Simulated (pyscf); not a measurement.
## Multi-bond step: `[CH3][S][CH3]` + `[SH2]` -> `[CH][S][CH3]` [singlet] + `[H][H]` + `[SH2]`

Gas phase, singlet surface, charge 0. Bonds broken: C1–H4, C1–H6, S10–H11. Bonds formed: H4–H11, H6–S10. Single points on ωB97X-D3(BJ)/def2-SVP structures (PySCF, gas phase).

Transition state (Å):

```xyz
12

C     -1.7889     0.8196    -0.3670
S     -0.9922    -0.0802    -1.4771
C      0.4059    -0.7635    -0.5501
H     -2.8411    -0.2400     1.0437
H     -2.6668     1.3675    -0.7316
H     -1.3037     1.0141     0.6504
H      0.2309    -1.8404    -0.4180
H      1.3077    -0.6019    -1.1557
H      0.4720    -0.2565     0.4324
S     -0.4953     0.7266     2.5441
H     -2.3653    -0.0157     1.6737
H     -0.4814     2.0714     2.6464
```

One imaginary mode, 599i cm⁻¹; descent along it reached the two sides named, in the forms told below.

| bond | change | reactant side (Å) | saddle | product side |
|---|---|---|---|---|
| C1–H4 | breaks | 1.099 | 2.054 | 4.8 |
| C1–H6 | breaks | 1.101 | 1.144 | 2.174 |
| S10–H11 | breaks | 1.346 | 2.192 | 3.0 |
| H4–H11 | forms | 2.475 | 0.821 | 0.761 |
| H6–S10 | forms | 4.4 | 2.079 | 1.364 |

Electronic energies relative to the separated reactants (kcal/mol):

| level | barrier | reaction energy | reverse barrier |
|---|---|---|---|
| ωB97X-D3(BJ)/def2-TZVP | 92.4 | +82.6 | 9.8 |
| PBE/def2-TZVP | 75.8 | +78.3 | -2.5 |
| r²SCAN/def2-TZVP | 80.3 | +79.9 | 0.4 |
| B3LYP-D3(BJ)/def2-TZVP | 81.2 | +78.8 | 2.4 |
| PBE0-D3(BJ)/def2-TZVP | 84.7 | +84.0 | 0.7 |
| M06-2X/def2-TZVP | 91.3 | +81.7 | 9.6 |
| ωB97M-D3(BJ)/def2-TZVP | 90.3 | +80.4 | 9.9 |
| HF/def2-TZVP | 107.4 | +79.2 | 28.2 |

With ωB97M-D3(BJ)/def2-TZVP energies and thermal terms (ideal gas, 1 atm, RRHO with modes under 100 cm⁻¹ raised to 100, one conformer, R ln 2 for rigid chiral ones), in kcal/mol:

```
T (K)   ΔH‡    ΔG‡     ΔH     ΔG
-----  ----  -----  -----  -----
298    85.6   95.1  +73.0  +64.0
600    86.7  104.4  +74.1  +54.4
900    88.0  112.9  +74.6  +44.4
1200   89.2  121.0  +74.5  +34.4
```

On the product side the descent ends in a complex (not fully relaxed), 5.6 kcal/mol under the separated species and 15.3 kcal/mol under the saddle at ωB97X-D3(BJ)/def2-TZVP. At PBE the saddle lies under the separated products, which points to a path from their complex (located at ωB97X-D3(BJ) alone), and parting the products costs more than the saddle. The same reactants have a lower exit, to CH₃• + H₃C–S• + H₂S (no saddle counted: cutting one bond costs +78.6 kcal/mol at ωB97M-D3(BJ), against +90.3 kcal/mol here). :HC–S–CH₃ [singlet] lies 46.0 kcal/mol over its isomer H₃C–CH=S, and others may lie lower still (electronic energy, ωB97M-D3(BJ)). One saddle was located; it need not be the lowest between these sides.
